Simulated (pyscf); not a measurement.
Thermochemistry of product channels of silylene (SiH₂) [singlet] + ammonia (NH₃) on the singlet surface, in kcal/mol, from ωB97M-D3(BJ)/def2-TZVP energies (ideal gas, 1 atm, RRHO with modes under 100 cm⁻¹ raised to 100, one conformer, R ln 2 for rigid chiral ones). Optimised with ωB97X-D3(BJ)/def2-SVP in PySCF.

```tsv
products	ΔE	ΔH(298 K)	ΔG(900 K)	ΔG(1200 K)
HN=SiH₂ + hydrogen (H₂)	-7.5	-11.6	-7.8	-7.3
H₂N–SiH: [singlet] + hydrogen (H₂)	-25.7	-27.3	-23.2	-22.6
silylamine (H₂N–SiH₃)	[?]	-64.1	-35.3	[?]
```

Question: Some entries are withheld; supply them.

Answer: 
- silylamine (H₂N–SiH₃), ΔE: -65.3
- silylamine (H₂N–SiH₃), ΔG(1200 K): -26.3

These are energies of the channels, which say nothing of barriers.
